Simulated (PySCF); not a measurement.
# One shape, several levels: CH6SSi (Si(SMe)H3)

We compute a comparison of 6 runs (HF/STO-3G, HF/3-21G, B3LYP/6-31G*, PBE0/def2-SVP, PBE0/pcseg-1, MP2/6-311G**) of CH6SSi (Si(SMe)H3). Input form: a Python script.

The results are computed with PySCF 2.14.0.

1 further run of the same task is left out (set aside as unsound or not needed).

## (1) Starting point

The species is CH6SSi (9 atoms), meant as a singlet with charge 0. SMILES: `[H][Si]([H])([H])SC`. The shape is that of a GFN2-xTB optimisation.

Bond lengths: Si1–S2 2.141 Å, S2–C3 1.821 Å, C3–H4 1.086 Å, C3–H5 1.085 Å, C3–H6 1.086 Å, Si1–H7 1.460 Å, Si1–H8 1.449 Å, Si1–H9 1.460 Å. Some angles: Si1–S2–C3 100.3°, S2–Si1–H7 108.3°, S2–Si1–H8 103.5°, S2–Si1–H9 107.6°, S2–C3–H4 109.6°, S2–C3–H5 106.8°, S2–C3–H6 109.9°, H7–Si1–H8 113.4°, H7–Si1–H9 109.9°, H8–Si1–H9 113.6°.

## (2) Energy and gradient at HF/STO-3G (run 1)

File input.py:

```python
import pyscf.grad
from pyscf import gto, scf

system = gto.M(
    atom='''
Si      -0.367610       0.847030      -1.211930
S       -0.424760       0.796280       0.927960
C        0.355170      -0.820020       1.235220
H       -0.246300      -1.606270       0.789020
H        0.395280      -0.950100       2.311360
H        1.359700      -0.829060       0.823290
H        1.030150       0.837800      -1.633380
H       -1.060400       2.076470      -1.540820
H       -1.041220      -0.352130      -1.700720
''',
    basis='sto-3g',
    max_memory=1860,
    verbose=3,
)

mf = scf.RHF(system)
mf.conv_tol = 1e-10
mf.kernel()
if not mf.converged:
    mf = mf.newton().run(mf.mo_coeff, mf.mo_occ)

energy = mf.e_tot
print(f'total energy: {energy:.8f} hartree')
grad = mf.Gradients().kernel()
dip = mf.dip_moment()
pop, q = mf.mulliken_pop()
```

On the command line:

```
OMP_NUM_THREADS=1 python input.py
```

The log of the run:

```text
converged SCF energy = -719.694795731597
total energy: -719.69479573 hartree
--------------- RHF gradients ---------------
         x                y                z
0 Si    -0.0031580901     0.0074510289    -0.0170047731
1 S    -0.0036880143     0.0061415180     0.0068556993
2 C     0.0126781597    -0.0260801205     0.0074506002
3 H    -0.0053873711     0.0059643289    -0.0024827001
4 H    -0.0026709933     0.0054585258     0.0011626445
5 H    -0.0013330120     0.0076772124    -0.0024185137
6 H     0.0206476008    -0.0021950097     0.0007404394
7 H    -0.0086591287     0.0146198096     0.0053877646
8 H    -0.0084291511    -0.0190372934     0.0003088389
----------------------------------------------
Dipole moment(X, Y, Z, Debye):  0.30317, -0.52359, -1.17381
 ** Mulliken pop  **
pop of  0 Si 1s           1.99962
pop of  0 Si 2s           1.98755
pop of  0 Si 3s           1.21329
pop of  0 Si 2px          1.96518
pop of  0 Si 2py          1.96505
pop of  0 Si 2pz          1.96495
pop of  0 Si 3px          0.78726
pop of  0 Si 3py          0.78938
pop of  0 Si 3pz          0.74323
pop of  1 S 1s            1.99992
pop of  1 S 2s            1.99671
pop of  1 S 3s            1.87348
pop of  1 S 2px           1.99561
pop of  1 S 2py           1.98405
pop of  1 S 2pz           1.98286
pop of  1 S 3px           1.79204
pop of  1 S 3py           1.22898
pop of  1 S 3pz           1.20670
pop of  2 C 1s            1.99237
pop of  2 C 2s            1.22839
pop of  2 C 2px           1.01309
pop of  2 C 2py           0.99858
pop of  2 C 2pz           1.03515
pop of  3 H 1s            0.94085
pop of  4 H 1s            0.93059
pop of  5 H 1s            0.94141
pop of  6 H 1s            1.15053
pop of  7 H 1s            1.14265
pop of  8 H 1s            1.15054
 ** Mulliken atomic charges  **
charge of    0Si =      0.58449
charge of    1S =     -0.06036
charge of    2C =     -0.26757
charge of    3H =      0.05915
charge of    4H =      0.06941
charge of    5H =      0.05859
charge of    6H =     -0.15053
charge of    7H =     -0.14265
charge of    8H =     -0.15054
```

It took 1.8 s on 1 thread of Intel Xeon at 2.70GHz, shared host; peak memory 0.12 GiB.

## (3) Energy and forces at HF/3-21G (run 2)

File job.py:

```python
# Si(SMe)H3
import pyscf.grad
from pyscf import gto

mol = gto.Mole()
mol.atom = '''
Si    -0.367610     0.847030    -1.211930
S     -0.424760     0.796280     0.927960
C      0.355170    -0.820020     1.235220
H     -0.246300    -1.606270     0.789020
H      0.395280    -0.950100     2.311360
H      1.359700    -0.829060     0.823290
H      1.030150     0.837800    -1.633380
H     -1.060400     2.076470    -1.540820
H     -1.041220    -0.352130    -1.700720
'''
mol.verbose = 4
mol.basis = '3-21g'
mol.charge = 0
mol.max_memory = 1860
mol.build()

hf = mol.RHF()
hf.conv_tol = 1e-10
hf.kernel()
if not hf.converged:
    hf = hf.newton().run(hf.mo_coeff, hf.mo_occ)

energy = hf.e_tot
print('E(%s) = %.9f' % ('HF', energy))
grad = hf.Gradients().kernel()
hf.analyze()
```

On the command line:

```
OMP_NUM_THREADS=1 python job.py
```

The log of the run:

```text
PySCF version 2.14.0

[... 79 lines left out ...]
One-electron Energy =                -1305.783232866862363
[... 11 lines left out ...]
MO #7   energy= -6.56228612500573  occ= 2
[... 9 lines left out ...]
MO #17  energy= -0.530111192541689 occ= 2
[... 9 lines left out ...]
MO #27  energy= 0.304673934606095  occ= 0
[... 9 lines left out ...]
MO #37  energy= 0.907306252103004  occ= 0
[... 9 lines left out ...]
MO #47  energy= 1.98095487458493   occ= 0
[... 59 lines left out ...]
Dipole moment(X, Y, Z, Debye):  0.78410, -1.46173, -1.72973
```

It took 2.1 s on 1 thread of Intel Xeon at 2.70GHz, shared host; peak memory 0.12 GiB.

Runs 3 to 5 aren't shown in full; the table further down has their settings and results.

## (4) Energy and forces at MP2/6-311G(d,p) (run 6)

File run.py:

```python
# Si(SMe)H3
from pyscf import gto, mp

system = gto.M(
    atom='''
Si    -0.367610     0.847030    -1.211930
S     -0.424760     0.796280     0.927960
C      0.355170    -0.820020     1.235220
H     -0.246300    -1.606270     0.789020
H      0.395280    -0.950100     2.311360
H      1.359700    -0.829060     0.823290
H      1.030150     0.837800    -1.633380
H     -1.060400     2.076470    -1.540820
H     -1.041220    -0.352130    -1.700720
''',
    max_memory=1860,
    verbose=3,
    spin=0,
    charge=0,
    basis='6-311g**',
)

hf = system.RHF()
hf.conv_tol = 1e-10
hf.kernel()
if not hf.converged:
    hf = hf.newton().run(hf.mo_coeff, hf.mo_occ)

pt = mp.MP2(hf, frozen=11).run()
etot = pt.e_tot
print(f'total energy: {etot:.8f} hartree')
grad = pt.nuc_grad_method().kernel()
hf.analyze()
```

On the command line:

```
OMP_NUM_THREADS=1 python run.py
```

The log of the run:

```text
converged SCF energy = -727.860003760816
[... 27 lines left out ...]
MO #16  energy= -0.597375009246625 occ= 2
[... 17 lines left out ...]
MO #34  energy= 0.35541774540728   occ= 0
[... 17 lines left out ...]
MO #52  energy= 1.04229130430607   occ= 0
[... 17 lines left out ...]
MO #70  energy= 1.8720539151234    occ= 0
[... 17 lines left out ...]
MO #88  energy= 2.87256359491467   occ= 0
[... 17 lines left out ...]
MO #106 energy= 192.227709082074   occ= 0
[... 10 lines left out ...]
Dipole moment(X, Y, Z, Debye):  0.70525, -1.34531, -1.20578
```

It took 27 s on 1 thread of Intel Xeon at 2.70GHz, shared host; peak memory 1.1 GiB.

## (5) The series

| run | level | integration grid | frozen core orbitals | energy (Eh) | dipole moment (D) of the reference | HOMO energy (eV) | LUMO energy (eV) | wall time |
| --- | --- | --- | --- | --- | --- | --- | --- | --- |
| 1 | HF/STO-3G | – | – | -719.694796 | 1.32 | -6.52 | 11.34 | 1.8 s |
| 2 | HF/3-21G | – | – | -724.090539 | 2.40 | -9.62 | 3.43 | 2.1 s |
| 3 | B3LYP/6-31G* (spherical functions) | 5 | – | -729.408018 | 1.73 | -6.38 | 0.14 | 23 s |
| 4 | PBE0/def2-SVP | 5 | – | -728.845742 | 1.53 | -6.68 | 0.54 | 24 s |
| 5 | PBE0/pcseg-1 | 5 | – | -729.054067 | 1.77 | -6.80 | 0.09 | 34 s |
| 6 | MP2/6-311G** | – | 11 | -728.252795 | 1.94 | -9.53 | 2.98 | 27 s |

## (6) What came out

| quantity | value |
| --- | --- |
| run 6: total energy | -728.25280 Eh |
| run 6: dipole moment (Hartree–Fock density) | 1.94 D |
| run 6: HOMO energy (Hartree–Fock orbitals) | -9.53 eV |
| run 6: LUMO energy (Hartree–Fock orbitals) | 2.98 eV |
| run 6: HOMO–LUMO gap (Hartree–Fock orbitals) | 12.51 eV |
| run 6: correlation energy (11 core orbitals frozen) | -392.8 mEh |
| run 6: largest force on an atom | 1.037 eV/Å |

**Reading.** Over runs 1, 2, 3, 4, 5 the dipole moment (its size) runs from 1.32 D (HF/STO-3G) to 2.40 D (HF/3-21G). Over runs 1, 2, 3, 4, 5 the HOMO–LUMO gap runs from 6.52 eV (B3LYP/6-31G*) to 17.85 eV (HF/STO-3G). The two ends differ in method and basis. Totals of different functionals can't be ranked against each other. In run 1 the basis is minimal, so the values are rough. All runs together took 1.9 min, the longest 34 s.
